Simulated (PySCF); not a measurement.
C5H9 (charge +1).
SMILES with atom numbers: `[CH2:1]=[CH:2][C+:3]([CH3:4])[CH3:5]` (hydrogens: H6, H7 on C1; H8 on C2; H9, H10, H11 on C4; H12, H13, H14 on C5)

Cartesian coordinates in Å at the PBE0-D3(BJ)/def2-SVP level; atoms count from 1:
```
atom  x, y, z in Å
C1     2.0672    0.4532   -0.4276
C2     1.1191   -0.4626   -0.0982
C3    -0.2585   -0.1466    0.0791
C4    -1.1878   -1.2428    0.3720
C5    -0.8077    1.2092   -0.0226
H6     3.1126    0.1508   -0.5472
H7     1.8420    1.5120   -0.5847
H8     1.4144   -1.5067    0.0424
H9    -1.4786   -1.6575   -0.6191
H10   -2.1166   -0.9094    0.8542
H11   -0.7165   -2.0721    0.9184
H12   -1.0916    1.5135    1.0055
H13   -0.1376    1.9667   -0.4406
H14   -1.7618    1.1913   -0.5759
```

The closed-shell ground state was solved at several levels (PySCF, density fitting, gas phase, non-relativistic).

```tsv
level	basis functions	total energy (Eh)	HOMO (eV)	LUMO (eV)	gap (eV)
PBE0/pcSseg-1	130	-195.3650	-14.26	-8.83	5.43
B3LYP/pcJ-1	225	-195.6576	-14.03	-9.00	5.03
wB97X-D/def2-SVPD	172	-195.4374	-16.04	-7.00	9.04
```

Task: What might wB97X-D/pcSseg-2 (306 basis functions) give for the same quantities?

Result: Total energy -195.6428 Eh, HOMO -15.99 eV, LUMO -6.97 eV, gap 9.02 eV.

Task: Over all these levels, which gives the widest orbital gap and which the narrowest?

Result: wB97X-D/def2-SVPD (range-separated hybrid) has the widest, 9.04 eV, and B3LYP/pcJ-1 (global hybrid, 20 % exact exchange) the narrowest, 5.03 eV. Functional and basis both differ between the two, so the spread mixes both effects.

wB97X-D is run here without its empirical dispersion term; that term would change no orbital, density or response property at a fixed geometry.
